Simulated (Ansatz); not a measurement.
A run of Ansatz (development build ahead of 0.2.0) on singlet C₃H₃(+) at this shape:

```json
{"atom": "C", "x (Å)": "0.7904", "y (Å)": "0.0359", "z (Å)": "-0.0347"}
{"atom": "C", "x (Å)": "-0.3987", "y (Å)": "0.6637", "z (Å)": "0.0463"}
{"atom": "C", "x (Å)": "-0.3867", "y (Å)": "-0.6396", "z (Å)": "0.0256"}
{"atom": "H", "x (Å)": "1.9121", "y (Å)": "-0.0116", "z (Å)": "-0.0378"}
{"atom": "H", "x (Å)": "-0.9124", "y (Å)": "1.6294", "z (Å)": "0.0412"}
{"atom": "H", "x (Å)": "-0.9090", "y (Å)": "-1.6680", "z (Å)": "-0.0007"}
```

Its results:

* Converged: yes
* Reference energy: -114.92553 hartree
* Correlation energy: -0.23687 hartree
* Total energy: -115.16240 hartree
* Spin squared of the determinant: 0.000

Problem. Which input gives this output? Name the method, the orbitals and the basis set, and write the input.

Solution. RHF-MP2 in 6-31G. An unrestricted run that stays on the closed shell gives the same numbers.

```yaml
crystal:
  periodic: [false, false, false]
  atoms:
    - { symbol: C, position_ang: [0.79045, 0.03592, -0.03466] }
    - { symbol: C, position_ang: [-0.39872, 0.66373, 0.04629] }
    - { symbol: C, position_ang: [-0.38667, -0.63961, 0.02561] }
    - { symbol: H, position_ang: [1.9121, -0.0116, -0.03779] }
    - { symbol: H, position_ang: [-0.91236, 1.62944, 0.04117] }
    - { symbol: H, position_ang: [-0.90895, -1.66799, -0.00073] }
basis:
  gaussian: { orbitals: "6-31G" }
total_charge: 1
hamiltonian:
  xc: hf
correlation:
  method: mp2
  frozen_orbitals: { C: 1, H: 0 }
```
